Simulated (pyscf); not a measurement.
A first-order saddle from PySCF, ωB97X-D3(BJ)/def2-SVP:

```
C
H 1 1.1011
H 1 1.1016 2 109.49
H 1 1.1073 2 106.13 3 -113.36
H 1 1.5312 2 94.33 4 -155.30
S 5 1.5998 1 170.64 2 115.27
H 6 1.3476 5 92.55 1 -85.99
In 5 2.0878 1 79.74 2 122.00
H 8 1.7095 5 112.15 1 92.71
H 8 1.7113 9 134.26 5 -175.21
```

Surface: singlet, charge 0. Lowest wavenumbers (cm⁻¹): 1349i, 34, 225, 289, 318.

Which two sides does it connect, and which bonds change?

H₃C–InH₂ + H₂S ⇌ methane (CH₄) + HS–InH₂, a four-centre exchange read from left to right: C–In, H–S broken and C–H, In–S formed. At CCSD(T)/def2-TZVPP + ΔMP2(QZVPP) it lies +11.2 kcal/mol from the left side and +41.8 kcal/mol from the right (each side as separated species at their lowest minima found). On the reactant side the descent ends in an adduct with a In–S contact, 12.6 kcal/mol under the separated species and 21.2 kcal/mol under the saddle at ωB97X-D3(BJ)/def2-TZVP. What is counted as formed (In–S) is already present as a longer contact in the reactant adduct; forming that adduct is a step of its own. At ωB97X-D3(BJ) the barrier from the zero used here is 8.6 kcal/mol. This is the saddle that the search found; another between the same sides may lie lower. The CCSD(T) − MP2 part came from Ansatz, without density fitting, on the same reference. The frozen core leaves the outer d or s,p core shells of the metals and heavy elements correlated in the MP2 and CC values, and def2-TZVPP describes them poorly, which can shift differences by a few kcal/mol. Elements past Kr carry the def2 core potentials, without spin-orbit coupling.
